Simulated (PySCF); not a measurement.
Molecule: fluoroacetonitrile (N#CCF, C2H2FN).

Atom-mapped SMILES (the numbers label the heavy atoms): `[N:1]#[C:2][CH2:3][F:4]`. Hydrogens are named by the atom that carries them.

Spin–spin couplings on one PBE0-D3(BJ)/def2-SVP geometry, PySCF 2.14, gas phase, non-relativistic, equivalent pairs averaged; isotopes 13C, 1H; functional B3LYP.

Reference values (Hz): 1J(C3,H(C3)) = 166.0 (measured; liquid or solution (compiled); San Fabian, Garcia de la Vega, Suardiaz et al., Magn. Reson. Chem. 2013, 51, 775 (SI)).

Question: How do the couplings (Hz) change with the basis set? Times are CPU seconds on shared hosts with different chips, so compare them loosely. Far from the basis limit: pcJ-0, 6-31G*, def2-TZVP, cc-pVTZ.

Answer: 
```
    basis set  functions  1J(C3,H(C3))  abs. error  core-s
        pcJ-0         58         138.0        28.0       2
       6-31G*         60         171.4         5.4       2
        pcJ-1        128         163.0         3.0      12
    def2-TZVP        136         155.2        10.8     5.6
      cc-pVTZ        148         143.7        22.3       6
aug-cc-pVTZ-J        224         165.6         0.4      11
        pcJ-2        252         163.6         2.4      13
```

Errors compare magnitudes, without vibrational corrections. Closest: aug-cc-pVTZ-J; furthest: pcJ-0.

The Fermi-contact term samples the wavefunction at the nucleus, which is why sets with added tight s functions (names with J) are made for couplings. Agreement of an ordinary basis with the reference is then largely a cancellation of errors.
